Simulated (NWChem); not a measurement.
carbon tetrachloride (CCl4); SMILES ClC(Cl)(Cl)Cl

Results from NWChem. Geometry: optimised at PBE-D3(BJ)/def2-SVP. Total energies compare along this basis series because the functional is fixed.

```csv
level,basis functions,energy (Ha),highest occupied level (eV),orbital gap (eV)
Hartree-Fock/pcseg-1,86,-1875.6643,-12.77,14.80
Hartree-Fock/aug-pcseg-1,131,-1875.6792,-12.64,13.77
Hartree-Fock/pcseg-2,166,-1875.8846,-12.62,15.03
Hartree-Fock/STO-3G,41,-1855.6762,-11.87,17.25
Hartree-Fock/def2-SVP,86,-1875.1991,-12.51,15.84
```
